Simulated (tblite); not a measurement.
Species: 1-fluorobutane, C₄H₉F.
Bonds: C1–C2, C2–C3, C3–C4, C4–F5. Hydrogens: H6, H7, H8 on C1; H9, H10 on C2; H11, H12 on C3; H13, H14 on C4.

Computed with GFN2-xTB (tblite), gas phase: nudged elastic band of 9 images (0 to 8), spring 0.2 eV/Å², climbing image at the end, force threshold 0.05 eV/Å. The top image wasn't refined or checked by frequencies; at this threshold it can lie a kcal/mol or more above the true saddle point of the method.

The band describes a rotation about C3–C4 (chain CH2 carbon, sp3 C–F carbon), followed by the dihedral C2–C3–C4–F5, from the optimised start (-66°) to a second optimised geometry at 66°.

Problem. Give the energy profile along the converged band.

Solution. 
```
image  dihedral (°)  E (kcal/mol)  C3–C4 (Å)  C2···F5 (Å)  largest true force (eV/Å)
    0           -66          0.00      1.521         2.97                       0.01
    1           -49          0.55      1.525         2.84                       0.06
    2           -33          1.81      1.531         2.74                       0.08
    3           -17          3.07      1.537         2.68                       0.06
    4             0          3.59      1.539         2.65                       0.04
    5            17          3.06      1.536         2.67                       0.07
    6            33          1.81      1.531         2.73                       0.09
    7            49          0.54      1.525         2.83                       0.07
    8            66          0.00      1.521         2.97                       0.01
```

Barriers of this band. The top is image 4 at 0°: 3.6 kcal/mol in either direction, as the ends lie within 0.002 eV of each other (their dihedrals are equal and opposite within 4°). The central bond is 0.018 Å longer at the top than at the start.

Problem. What rate follows at 298 K for crossing this barrier forward?

Solution. Taking the electronic barrier for the free energy of activation (no zero-point or entropy terms, transmission 1), rate = (kT/h)·exp(−ΔE/kT) ≈ 1 × 10^10 s⁻¹, whose inverse is 7 × 10^-11 s. An error of 1 kcal/mol in the barrier changes this by a factor of 5, and the method and the loose band can each miss by that much or more.

Problem. How long is the path, and how are the images spaced?

Solution. Cartesian distances between aligned neighbours (all atoms, Å): 0.50, 0.48, 0.48, 0.48, 0.48, 0.48, 0.49, 0.51; the sum is 3.91 Å, and the top lies 50 % of the way along.

What follows is the cost of the whole band run. Hardware: an INTEL XEON PLATINUM 8581C at 2.10 GHz with one thread, no GPU, shared host. Cost: 1.4 s, 0.18 GiB resident at most.
